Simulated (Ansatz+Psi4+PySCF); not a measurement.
## doublet CH4N: levels of theory in one basis

```xyz
6

C     0.0128    0.0269    0.0036
H     0.9043   -0.0004   -0.5445
H    -0.9049   -0.0067   -0.5750
N    -0.0116    0.0274    1.3762
H     0.8714   -0.0105    1.9182
H    -0.8510    0.0066    1.9292
```

Basis set: cc-pVTZ (spherical functions). Correlated methods keep 2 orbitals frozen. Correlation on ROHF uses semicanonical orbitals with singles. Charge 0, multiplicity 2.

Computed with Ansatz (development build ahead of 0.2.0) and Psi4 1.11; each method stands on the lowest determinant of its kind that the runs found.

| method | E − E(ROHF) (eV) | <S²> of the determinant |
| --- | --- | --- |
| ROHF | 0.00 | 0.75 |
| UHF | -0.15 | 0.76 |
| ROHF-MP2 | -10.29 | – |
| UHF-MP2 | -10.26 | 0.76 |
